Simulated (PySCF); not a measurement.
# C4H10O (Methyl propyl ether): the cost of one run

Computed with PySCF 2.14.0, with density-fitted response routines of our own, on a single molecule in the gas phase. Atoms count from 0, in the outputs and in this text.

## (1) The starting structure

15 atoms, charge 0, multiplicity 1; geometry from: MMFF94s. The atoms were then displaced at random by about 0.03 Å, so the start is not that level's minimum.

Bonds of the start (Å): C0–C1 1.45, C1–C2 1.48, C2–O3 1.54, O3–C4 1.31, C0–H5 1.13, C0–H6 1.17, C0–H7 1.05, C1–H8 1.04, C1–H9 1.09, C2–H10 1.15, C2–H11 1.10, C4–H12 1.02, C4–H13 1.13, C4–H14 1.08.

## (2) Geometry optimisation at PBE0-D3(BJ)/def2-SVP

The job: settings as JSON, then the geometry in Å.

```
{"job": {"xc": "PBE0", "basis": "def2-SVP", "d3": "d3bj", "grid": 1, "shake": 0.03, "kind": "geom"}, "charge": 0, "multiplicity": 1}
C     -2.210900    -0.063340     0.429350
C     -1.092760    -0.487550    -0.386960
C      0.166410     0.127820     0.096160
O      1.395200    -0.365160    -0.686570
C      2.542430     0.133110    -0.297340
H     -3.204250    -0.424710     0.027590
H     -2.345010     1.095000     0.347090
H     -2.128540    -0.238820     1.458420
H     -1.216140    -0.213310    -1.382940
H     -1.022570    -1.574970    -0.298700
H      0.366360    -0.145830     1.197450
H      0.210370     1.229850     0.057210
H      3.242650    -0.237530    -0.938350
H      2.714150    -0.120740     0.790840
H      2.549810     1.210060    -0.369250
```

Run with:

```bash
$ OMP_NUM_THREADS=1 python probes_run.py task.json out
```

The driver reads the jobs from task.json and runs them one after another.

Q: Estimate the wall time and peak memory of this first job on 1 thread of AMD EPYC 9R45, shared host.

About 22 s, with a peak of 0.51 GiB.
